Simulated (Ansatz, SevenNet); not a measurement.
For rock-salt AgBr, the machine-learned potential SevenNet-0 (trained on PBE and PBE+U data) gives:

```
Item                              Result
------------------------------  --------
equilibrium lattice constant a   5.854 Å
elastic constant C11            52.0 GPa
elastic constant C44            8.55 GPa
polycrystal shear modulus       6.85 GPa
```

Q: What does HSE06 in Ansatz (plane waves, PAW) give for the same quantities?

A: 
- lattice constant a: 5.830 Å (drops by 0.4 %)
- elastic constant C11: 53.5 GPa (goes up by 2.9 %)
- elastic constant C44: 8.31 GPa (drops by 2.8 %)
- Voigt–Reuss–Hill shear modulus: 9.37 GPa (goes up by 37 %)

For comparison: lattice constant a 5.772 Å (measured, temperature not stated, no zero-point or thermal correction; as tabulated in Jana et al. (2018), arXiv:1803.03840); elastic constant C11 63.1 GPa (measured, 195 K, not corrected to a static lattice; as tabulated in Jochym and Parlinski (2001), arXiv:1301.6254); elastic constant C44 7.65 GPa (measured, 195 K, not corrected to a static lattice; as tabulated in Jochym and Parlinski (2001), arXiv:1301.6254).

Changes are worked out from the printed values.

Unless a cell is named, each level is at its own relaxed cell (SevenNet-0 25.08, HSE06 24.77 Å³/atom).

Ansatz's density-functional and Hartree–Fock values are scalar-relativistic unless marked +SOC, with PAW data made under PBE.

Ansatz is a first-principles code.
